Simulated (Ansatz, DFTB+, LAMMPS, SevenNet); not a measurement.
How well does each level of theory give the elastic constant C33 of α-quartz (SiO2)?

Reference value: 105 GPa (measured, 298 K, not corrected to a static lattice, C14's sign depends on the axes; as tabulated in Xie et al. (2023), arXiv:2212.00284).

```csv
level (code),value (GPa),cell (Å³/atom)
"ionic model bks1990 (rigid ions, LAMMPS)",113,12.64
DFTB Si–O set cp2k-nonscc-sid (DFTB+),71.3,12.29
SevenNet-l3i5,87.5,13.42
LDA (Ansatz),99.8,12.22
PBE (Ansatz),?,13.38
r²SCAN (Ansatz),106,12.62
HSE06 (Ansatz),?,13.07
```

Task: Complete the blanks.

Result: 
- PBE (Ansatz, a quantum-chemistry and plane-wave program), value (GPa): 90.0
- HSE06 (Ansatz), value (GPa): 94.0

Differences against the reference: ionic model bks1990 +7.6 %, DFTB Si–O set cp2k-nonscc-sid -32 %, SevenNet-l3i5 -16.7 %, LDA -5.0 %, PBE -14.3 %, r²SCAN +1.0 %, HSE06 -10.5 %.

The reference is not for a static lattice or low temperature, so close values are not ranked against it. Off by more than 25 %, or 35 % on the side where a correction would as a rule narrow the miss (bounds picked here): DFTB Si–O set cp2k-nonscc-sid (-32 %).

The measured value isn't corrected to a static lattice, so vibrations enter the comparison. A static lattice is as a rule stiffer than a warm one, by over a tenth in soft solids.  DFTB Si–O set cp2k-nonscc-sid: this tight-binding set is not self-consistent in the charges. Each level is taken at its own relaxed cell. Cutoffs differ between the levels. Ansatz's density-functional and Hartree–Fock values are scalar-relativistic unless marked +SOC, with PAW data made under PBE.

Empirical potentials (ionic model bks1990) are fitted to chosen data: where that held the value shown, agreement is built in, and what lay outside the fit can be far off. Machine-learned potentials (SevenNet-l3i5) are trained on DFT data: a solid inside that data is no test of them.

Differences are worked out from the printed values.
